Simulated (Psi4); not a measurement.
# TPSS/def2-TZVP (sweep point 5) run of AlCl (aluminium monochloride)

Aim: the vertical ionisation energy of AlCl (aluminium monochloride) at TPSS/def2-TZVP (sweep point 5), from 2 runs. Input form: a Python script.

The calculation is run with Psi4 1.11.

4 further runs of the same task are left out: 4 set aside as unsound or not needed.

## (1) The structure to begin with

The species is AlCl (2 atoms), meant as a singlet with charge 0. SMILES: `[Al][Cl]`. Geometry: the measured bond length.

Bond lengths: Al1–Cl2 2.130 Å.

## (2) A single-point energy at TPSS/def2-TZVP (sweep point 5)

calc.py

```python
import psi4

psi4.set_memory(1600000000)
psi4.set_num_threads(1)
psi4.set_output_file('alcl.out', False)

molecule = psi4.geometry("""
0 1
Al     0.000000     0.000000     0.000000
Cl     0.000000     0.000000     2.130113
units angstrom
symmetry c1
""")

options = {'basis': 'def2-TZVP', 'puream': True, 'scf_type': 'pk', 'dft_radial_points': 75, 'dft_spherical_points': 302}
psi4.set_options(options)

E = psi4.energy("tpss", molecule=molecule)
print(f'total energy {E:.8f} hartree = {E * 27.211386:.5f} eV')
```

Started as:

```sh
python calc.py
```

alcl.out:

```text
Psi4 1.11 release

   => Loading Basis Set <=

    Name: DEF2-TZVP
    Role: ORBITAL
    Keyword: BASIS

         ---------------------------------------------------------
                                   SCF
                              RKS Reference
                        1 Threads,   1525 MiB Core
         ---------------------------------------------------------

  ==> Geometry <==

    Molecular point group: c1
    Full point group: C_inf_v

    Geometry (in Angstrom), charge = 0, multiplicity = 1:

       Center              X                  Y                   Z               Mass
    ------------   -----------------  -----------------  -----------------  -----------------
         AL           0.000000000000     0.000000000000    -1.202375097812    26.981538530000
         CL           0.000000000000     0.000000000000     0.927737902188    34.968852682000

  Running in c1 symmetry.

  Rotational constants: A = ************  B =      0.24394  C =      0.24394 [cm^-1]
  Rotational constants: A = ************  B =   7313.20712  C =   7313.20712 [MHz]
  Nuclear repulsion =   54.902328448335837

  Charge       = 0
  Multiplicity = 1
  Electrons    = 30
  Nalpha       = 15
  Nbeta        = 15

  ==> Algorithm <==

  SCF Algorithm Type is PK.
  DIIS enabled.
  MOM disabled.
  Fractional occupation disabled.
  Guess Type is SAD.
  Energy threshold   = 1.00e-06
  Density threshold  = 1.00e-06
  Integral threshold = 1.00e-12

  ==> Primary Basis <==

  Basis Set: DEF2-TZVP
    Blend: DEF2-TZVP
    Number of shells: 26
    Number of basis functions: 74
    Number of Cartesian functions: 84
    Spherical Harmonics?: true
    Max angular momentum: 3

  ==> DFT Potential <==

   => LibXC <=

    Version 7.1.2

   => Composite Functional: TPSS <=

    TPSS Meta-GGA XC Functional

    Deriv               =              1
    GGA                 =           TRUE
    Meta                =           TRUE

    Exchange Hybrid     =          FALSE
    MP2 Hybrid          =          FALSE

   => Exchange Functionals <=

    1.0000   XC_MGGA_X_TPSS

   => Correlation Functionals <=

    1.0000   XC_MGGA_C_TPSS

   => LibXC Density Thresholds  <==

    XC_MGGA_C_TPSS:  1.00E-15
    XC_MGGA_X_TPSS:  1.00E-15

   => Molecular Quadrature <=

    Radial Scheme          =       TREUTLER
    Pruning Scheme         =           NONE
    Nuclear Scheme         =       TREUTLER

    Blocking Scheme        =         OCTREE
    BS radius alpha        =              1
    Pruning alpha          =              1
    Radial Points          =             75
    Spherical Points       =            302
    Total Points           =          42677
    Total Blocks           =            400
    Max Points             =            256
    Max Functions          =             73
    Weights Tolerance      =       1.00E-15

  ==> Integral Setup <==

  Using in-core PK algorithm.
   Calculation information:
      Number of atoms:                   2
      Number of AO shells:              26
      Number of primitives:             54
      Number of atomic orbitals:        84
      Number of basis functions:        74

      Integral cutoff                 1.00e-12
      Number of threads:                 1

  Performing in-core PK
  Using 7703400 doubles for integral storage.
  We computed 57025 shell quartets total.
  Whereas there are 61776 unique shell quartets.

  ==> DiskJK: Disk-Based J/K Matrices <==

    J tasked:                  Yes
    K tasked:                   No
    wK tasked:                  No
    Memory [MiB]:              953
    Schwarz Cutoff:          1E-12

  Cached 100.0% of DFT collocation blocks in 0.187 [GiB].

  Minimum eigenvalue in the overlap matrix is 1.1173391036E-02.
  Reciprocal condition number of the overlap matrix is 3.0422544935E-03.
    Using symmetric orthogonalization.

  ==> Pre-Iterations <==

  SCF Guess: Superposition of Atomic Densities via on-the-fly atomic UHF (no occupation information).

   -------------------------
    Irrep   Nso     Nmo
   -------------------------
     A         74      74
   -------------------------
    Total      74      74
   -------------------------

  ==> Iterations <==

                        Total Energy        Delta E     RMS |[F,P]|

   @RKS iter SAD:  -702.42770808459352   -7.02428e+02   0.00000e+00
   @RKS iter   1:  -702.67508389203988   -2.47376e-01   5.99728e-03 DIIS/ADIIS
   @RKS iter   2:  -702.62216828855969    5.29156e-02   6.75136e-03 DIIS/ADIIS
   @RKS iter   3:  -702.72960546953084   -1.07437e-01   1.60429e-03 DIIS/ADIIS
   @RKS iter   4:  -702.73819277344865   -8.58730e-03   2.96916e-04 DIIS/ADIIS
   @RKS iter   5:  -702.73842302780884   -2.30254e-04   9.49951e-05 DIIS
   @RKS iter   6:  -702.73844538897276   -2.23612e-05   2.04766e-05 DIIS
   @RKS iter   7:  -702.73844719148099   -1.80251e-06   8.92001e-07 DIIS
   @RKS iter   8:  -702.73844719338058   -1.89959e-09   1.25487e-07 DIIS
  Energy and wave function converged.

  ==> Post-Iterations <==

   Electrons on quadrature grid:
      Ntotal   =   30.0000008240 ; deviation = 8.240e-07

    Orbital Energies [Eh]
    ---------------------

    Doubly Occupied:

       1A   -100.971392     2A    -55.648843     3A     -9.223588
       4A     -6.997071     5A     -6.995640     6A     -6.995640
       7A     -4.009859     8A     -2.580251     9A     -2.580251
      10A     -2.575295    11A     -0.745898    12A     -0.370175
      13A     -0.296233    14A     -0.296233    15A     -0.224397

    Virtual:

      16A     -0.083724    17A     -0.083724    18A      0.001893
      19A      0.108955    20A      0.127689    21A      0.127690
      22A      0.146050    23A      0.146050    24A      0.168432
      25A      0.190960    26A      0.190960    27A      0.212569
      28A      0.350229    29A      0.350229    30A      0.386387
      31A      0.395004    32A      0.395010    33A      0.506348
      34A      0.506348    35A      0.509166    36A      0.692071
      37A      0.692079    38A      0.713359    39A      0.713359
      40A      0.722444    41A      0.722444    42A      0.754590
      43A      0.754593    44A      0.805961    45A      0.945202
      46A      0.961074    47A      0.961074    48A      1.037326
      49A      1.730991    50A      1.731110    51A      1.775389
      52A      1.775389    53A      1.863019    54A      1.863093
      55A      1.863093    56A      1.970428    57A      2.064276
      58A      2.064276    59A      2.109471    60A      2.109489
      61A      2.218762    62A      2.218762    63A      2.274962
      64A      2.336687    65A      2.336687    66A      2.675339
      67A      6.713333    68A      9.042581    69A      9.042581
      70A      9.220114    71A     10.625467    72A     10.625467
      73A     10.873804    74A     24.639975

    Final Occupation by Irrep:
              A
    DOCC [    15 ]
    NA   [    15 ]
    NB   [    15 ]

  @RKS Final Energy:  -702.73844719338058

   => Energetics <=

    Nuclear Repulsion Energy =             54.9023284483358367
    One-Electron Energy =               -1082.3168023493294641
    Two-Electron Energy =                 371.6027438732573955
    DFT Exchange-Correlation Energy =     -46.9267171656442414
    Empirical Dispersion Energy =           0.0000000000000000
    VV10 Nonlocal Energy =                  0.0000000000000000
    Total Energy =                       -702.7384471933805798

Computation Completed

Properties will be evaluated at   0.000000,   0.000000,   0.000000 [a0]

Properties computed using the SCF density matrix

 Multipole Moments:

 ------------------------------------------------------------------------------------
     Multipole            Electronic (a.u.)      Nuclear  (a.u.)        Total (a.u.)
 ------------------------------------------------------------------------------------

 L = 1.  Multiply by 2.5417464519 to convert [e a0] to [Debye]
 Dipole X            :          0.0000000            0.0000000            0.0000000
 Dipole Y            :          0.0000000            0.0000000            0.0000000
 Dipole Z            :         -0.7520269            0.2658241           -0.4862027
 Magnitude           :                                                    0.4862027

 ------------------------------------------------------------------------------------

	total time  =          5 seconds =       0.08 minutes
```

On the terminal:

```text
total energy -702.73844719 hartree = -19122.48714 eV
```

It took 6.9 s on 1 thread of AMD EPYC 7R43 (Zen 3), shared host; peak memory 0.45 GiB.

## (3) The doublet cation at the same level

run.py

```python
import psi4

psi4.set_memory(1600000000)
psi4.set_num_threads(1)
psi4.set_output_file('run.log', False)

mol = psi4.geometry("""
1 2
Al     0.000000     0.000000     0.000000
Cl     0.000000     0.000000     2.130113
units angstrom
symmetry c1
""")

psi4.set_options({
    'reference': 'uks',
    'puream': True,
    'scf_type': 'pk',
    'dft_radial_points': 75,
    'dft_spherical_points': 302,
    'maxiter': 150,
})

e = psi4.energy('tpss/def2-TZVP', molecule=mol)
print('E =', round(e, 9))
```

Started as:

```sh
python run.py
```

run.log:

```text
h
    h
    h

    -----------------------------------------------------------------------

    Memory:     1.5 GiB
    Threads:    1
                ecpint, einsums, f̶o̶r̶t̶e̶, gauxc, gcp, g̶d̶m̶a̶, geometric, g̶p̶u̶_̶d̶f̶c̶c̶,
                i̶n̶t̶e̶g̶r̶a̶t̶o̶r̶x̶x̶, i̶p̶i̶, libefp, m̶d̶i̶, m̶p̶2̶d̶, m̶r̶c̶c̶, ooo,
                o̶p̶e̶n̶f̶e̶r̶m̶i̶o̶n̶p̶s̶i̶4̶, pcmsolver, p̶s̶i̶4̶f̶o̶c̶k̶c̶i̶, p̶s̶i̶x̶a̶s̶,
                p̶y̶e̶i̶n̶s̶u̶m̶s̶, r̶e̶s̶p̶, s̶i̶m̶i̶n̶t̶, s̶n̶s̶m̶p̶2̶,
                v̶2̶r̶d̶m̶_̶c̶a̶s̶s̶c̶f̶

   => Loading Basis Set <=

    Name: DEF2-TZVP
    Role: ORBITAL
    Keyword: BASIS

         ---------------------------------------------------------
                                   SCF
                              UKS Reference
                        1 Threads,   1525 MiB Core
         ---------------------------------------------------------

  ==> Geometry <==

    Molecular point group: c1
    Full point group: C_inf_v

    Geometry (in Angstrom), charge = 1, multiplicity = 2:

       Center              X                  Y                   Z               Mass
    ------------   -----------------  -----------------  -----------------  -----------------
         AL           0.000000000000     0.000000000000    -1.202375097812    26.981538530000
         CL           0.000000000000     0.000000000000     0.927737902188    34.968852682000

  Running in c1 symmetry.

  Rotational constants: A = ************  B =      0.24394  C =      0.24394 [cm^-1]
  Rotational constants: A = ************  B =   7313.20712  C =   7313.20712 [MHz]
  Nuclear repulsion =   54.902328448335837

  Charge       = 1
  Multiplicity = 2
  Electrons    = 29
  Nalpha       = 15
  Nbeta        = 14

  ==> Algorithm <==

  SCF Algorithm Type is PK.
  DIIS enabled.
  MOM disabled.
  Fractional occupation disabled.
  Guess Type is SAD.
  Energy threshold   = 1.00e-06
  Density threshold  = 1.00e-06
  Integral threshold = 1.00e-12

  ==> Primary Basis <==

  Basis Set: DEF2-TZVP
    Blend: DEF2-TZVP
    Number of shells: 26
    Number of basis functions: 74
    Number of Cartesian functions: 84
    Spherical Harmonics?: true
    Max angular momentum: 3

  ==> DFT Potential <==

   => LibXC <=

    Version 7.1.2

   => Composite Functional: TPSS <=

    TPSS Meta-GGA XC Functional

    Deriv               =              1
    GGA                 =           TRUE
    Meta                =           TRUE

    Exchange Hybrid     =          FALSE
    MP2 Hybrid          =          FALSE

   => Exchange Functionals <=

    1.0000   XC_MGGA_X_TPSS

   => Correlation Functionals <=

    1.0000   XC_MGGA_C_TPSS

   => LibXC Density Thresholds  <==

    XC_MGGA_C_TPSS:  1.00E-15
    XC_MGGA_X_TPSS:  1.00E-15

   => Molecular Quadrature <=

    Radial Scheme          =       TREUTLER
    Pruning Scheme         =           NONE
    Nuclear Scheme         =       TREUTLER

    Blocking Scheme        =         OCTREE
    BS radius alpha        =              1
    Pruning alpha          =              1
    Radial Points          =             75
    Spherical Points       =            302
    Total Points           =          42677
    Total Blocks           =            400
    Max Points             =            256
    Max Functions          =             73
    Weights Tolerance      =       1.00E-15

  ==> Integral Setup <==

  Using in-core PK algorithm.
   Calculation information:
      Number of atoms:                   2
      Number of AO shells:              26
      Number of primitives:             54
      Number of atomic orbitals:        84
      Number of basis functions:        74

      Integral cutoff                 1.00e-12
      Number of threads:                 1

  Performing in-core PK
  Using 7703400 doubles for integral storage.
  We computed 57025 shell quartets total.
  Whereas there are 61776 unique shell quartets.

  ==> DiskJK: Disk-Based J/K Matrices <==

    J tasked:                  Yes
    K tasked:                   No
    wK tasked:                  No
    Memory [MiB]:              953
    Schwarz Cutoff:          1E-12

  Cached 100.0% of DFT collocation blocks in 0.187 [GiB].

  Minimum eigenvalue in the overlap matrix is 1.1173391036E-02.
  Reciprocal condition number of the overlap matrix is 3.0422544935E-03.
    Using symmetric orthogonalization.

  ==> Pre-Iterations <==

  SCF Guess: Superposition of Atomic Densities via on-the-fly atomic UHF (no occupation information).

   -------------------------
    Irrep   Nso     Nmo
   -------------------------
     A         74      74
   -------------------------
    Total      74      74
   -------------------------

  ==> Iterations <==

                        Total Energy        Delta E     RMS |[F,P]|

   @UKS iter SAD:  -702.42770808459352   -7.02428e+02   0.00000e+00
   @UKS iter   1:  -702.34875757752400    7.89505e-02   5.25027e-03 ADIIS/DIIS
   @UKS iter   2:  -701.68449604102523    6.64262e-01   1.25658e-02 ADIIS/DIIS
   @UKS iter   3:  -702.37998459014716   -6.95489e-01   2.53746e-03 ADIIS/DIIS
   @UKS iter   4:  -702.40143531785839   -2.14507e-02   9.19558e-04 ADIIS/DIIS
   @UKS iter   5:  -702.40394970067348   -2.51438e-03   2.68694e-04 ADIIS/DIIS
   @UKS iter   6:  -702.40417093450378   -2.21234e-04   5.70739e-05 DIIS
   @UKS iter   7:  -702.40417963642278   -8.70192e-06   2.28471e-05 DIIS
   @UKS iter   8:  -702.40418201528325   -2.37886e-06   5.87712e-06 DIIS
   @UKS iter   9:  -702.40418216600710   -1.50724e-07   7.72416e-07 DIIS
  Energy and wave function converged.

  ==> Post-Iterations <==

   Electrons on quadrature grid:
      Nalpha   =   15.0000003940 ; deviation = 3.940e-07
      Nbeta    =   14.0000003733 ; deviation = 3.733e-07
      Ntotal   =   29.0000007673 ; deviation = 7.673e-07

   @Spin Contamination Metric:   2.539915019E-03
   @S^2 Expected:                7.500000000E-01
   @S^2 Observed:                7.525399150E-01
   @S   Expected:                5.000000000E-01
   @S   Observed:                5.000000000E-01

    Orbital Energies [Eh]
    ---------------------

    Alpha Occupied:

       1A   -101.227181     2A    -55.981738     3A     -9.475849
       4A     -7.254535     5A     -7.246248     6A     -7.246248
       7A     -4.337532     8A     -2.908178     9A     -2.908178
      10A     -2.903489    11A     -0.988845    12A     -0.626397
      13A     -0.525563    14A     -0.525563    15A     -0.509605

    Alpha Virtual:

      16A     -0.336441    17A     -0.336440    18A     -0.238229
      19A     -0.103757    20A     -0.099676    21A     -0.099674
      22A     -0.087430    23A     -0.087430    24A     -0.050335
      25A     -0.025223    26A     -0.025223    27A     -0.001488
      28A      0.143072    29A      0.143073    30A      0.163322
      31A      0.166688    32A      0.166693    33A      0.263918
      34A      0.284148    35A      0.284148    36A      0.418303
      37A      0.418307    38A      0.441473    39A      0.441473
      40A      0.460285    41A      0.460285    42A      0.496365
      43A      0.496367    44A      0.551544    45A      0.690852
      46A      0.702649    47A      0.702649    48A      0.799120
      49A      1.489056    50A      1.489056    51A      1.502537
      52A      1.502660    53A      1.611452    54A      1.615715
      55A      1.615715    56A      1.687751    57A      1.835264
      58A      1.835264    59A      1.869785    60A      1.869805
      61A      1.991584    62A      1.991584    63A      2.021412
      64A      2.084896    65A      2.084897    66A      2.412466
      67A      6.401343    68A      8.720601    69A      8.720601
      70A      8.896044    71A     10.380120    72A     10.380120
      73A     10.616787    74A     24.392114

    Beta Occupied:

       1A   -101.225659     2A    -55.978652     3A     -9.474640
       4A     -7.250236     5A     -7.245622     6A     -7.245621
       7A     -4.332841     8A     -2.903905     9A     -2.903905
      10A     -2.897274    11A     -0.979646    12A     -0.605793
      13A     -0.523105    14A     -0.523104

    Beta Virtual:

      15A     -0.452597    16A     -0.297496    17A     -0.297495
      18A     -0.214837    19A     -0.093079    20A     -0.075037
      21A     -0.075033    22A     -0.070598    23A     -0.070598
      24A     -0.021471    25A     -0.002783    26A     -0.002783
      27A      0.012130    28A      0.151908    29A      0.151909
      30A      0.172215    31A      0.172219    32A      0.177026
      33A      0.284503    34A      0.292979    35A      0.292979
      36A      0.442347    37A      0.442350    38A      0.464641
      39A      0.464642    40A      0.490359    41A      0.490359
      42A      0.512432    43A      0.512435    44A      0.572845
      45A      0.695323    46A      0.716946    47A      0.716946
      48A      0.805662    49A      1.493891    50A      1.493891
      51A      1.504693    52A      1.504819    53A      1.616598
      54A      1.624044    55A      1.624044    56A      1.688101
      57A      1.836887    58A      1.836887    59A      1.877414
      60A      1.877438    61A      1.997115    62A      1.997115
      63A      2.028878    64A      2.091857    65A      2.091857
      66A      2.418959    67A      6.410021    68A      8.719158
      69A      8.719158    70A      8.891733    71A     10.382185
      72A     10.382185    73A     10.623442    74A     24.395092

    Final Occupation by Irrep:
              A
    DOCC [    14 ]
    SOCC [     1 ]
    NA   [    15 ]
    NB   [    14 ]

  @UKS Final Energy:  -702.40418216600710

   => Energetics <=

    Nuclear Repulsion Energy =             54.9023284483358367
    One-Electron Energy =               -1074.0858617268586386
    Two-Electron Energy =                 363.4529824051581386
    DFT Exchange-Correlation Energy =     -46.6736312926425043
    Empirical Dispersion Energy =           0.0000000000000000
    VV10 Nonlocal Energy =                  0.0000000000000000
    Total Energy =                       -702.4041821660071037

  UHF NO Occupations:
  HONO-2 :   13  A 1.9996780
  HONO-1 :   14  A 1.9994428
  HONO-0 :   15  A 1.0000000
  LUNO+0 :   16  A 0.0005572
  LUNO+1 :   17  A 0.0003220
  LUNO+2 :   18  A 0.0003220
  LUNO+3 :   19  A 0.0000657

Computation Completed

Properties will be evaluated at   0.000000,   0.000000,   0.000000 [a0]

Properties computed using the SCF density matrix

 Multipole Moments:

 ------------------------------------------------------------------------------------
     Multipole            Electronic (a.u.)      Nuclear  (a.u.)        Total (a.u.)
 ------------------------------------------------------------------------------------

 L = 1.  Multiply by 2.5417464519 to convert [e a0] to [Debye]
 Dipole X            :          0.0000000            0.0000000            0.0000000
 Dipole Y            :         -0.0000000            0.0000000           -0.0000000
 Dipole Z            :         -2.5687007            0.2658241           -2.3028766
 Magnitude           :                                                    2.3028766

 ------------------------------------------------------------------------------------

	total time  =          8 seconds =       0.13 minutes
```

On the terminal:

```text
E = -702.404182166
```

Run time: 9.9 s. Hardware: 1 thread of AMD EPYC 7R43 (Zen 3), shared host; peak memory 0.45 GiB.

## (4) Results

Level: TPSS/def2-TZVP (sweep point 5).

| quantity | value |
| --- | --- |
| singlet AlCl: total energy | -702.73845 Eh |
| singlet AlCl: dipole moment | 1.24 D |
| singlet AlCl: HOMO energy | -6.11 eV |
| singlet AlCl: LUMO energy | -2.28 eV |
| singlet AlCl: HOMO–LUMO gap | 3.83 eV |
| doublet cation: total energy | -702.40418 Eh |
| doublet cation: HOMO energy (highest over α and β) | -13.87 eV |
| doublet cation: LUMO energy (lowest over α and β) | -12.32 eV |
| doublet cation: ⟨S²⟩ | 0.753 |
| vertical ionisation energy (to the doublet cation) | 9.096 eV |

In words: The vertical ionisation energy comes to 9.10 eV (210 kcal/mol). −ε(HOMO) before ionisation, 6.11 eV, is 2.99 eV below this ionisation energy.
